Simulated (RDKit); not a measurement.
Input for RDKit: UFF on acetamide (SMILES CC(N)=O), a point of a torsion scan.

```python
from rdkit import Chem
from rdkit.Chem import AllChem, rdDetermineBonds

blocks = [
'''9

C    -1.06149393    0.08246335   -0.24511074
C     0.17101572   -0.27421972    0.55849993
N     1.33265559    0.21058585    0.02463156
O     0.13877593   -0.83150871    1.62865128
H    -1.07949455    1.15100049   -0.44555802
H    -1.05020823   -0.45207954   -1.19319976
H    -1.95055306   -0.19758429    0.31127576
H     2.18652246   -0.26490783    0.27217655
H     1.31107019    0.57221070   -0.91577766
''',
]
mol = None
for b in blocks:
    f = Chem.MolFromXYZBlock(b)
    rdDetermineBonds.DetermineBonds(f, charge=0)
    mol = f if mol is None else Chem.CombineMols(mol, f)
Chem.SanitizeMol(mol)
print(Chem.MolToSmiles(Chem.RemoveHs(mol)))
ff = AllChem.UFFGetMoleculeForceField(mol, vdwThresh=100.0, ignoreInterfragInteractions=False)
e = ff.CalcEnergy()
print(f'UFF energy {e:.6f} kcal/mol')
```

It printed:

```
CC(N)=O
UFF energy 14.082576 kcal/mol
```

The run finished.

Cost: around 0.03 core-seconds (rough).
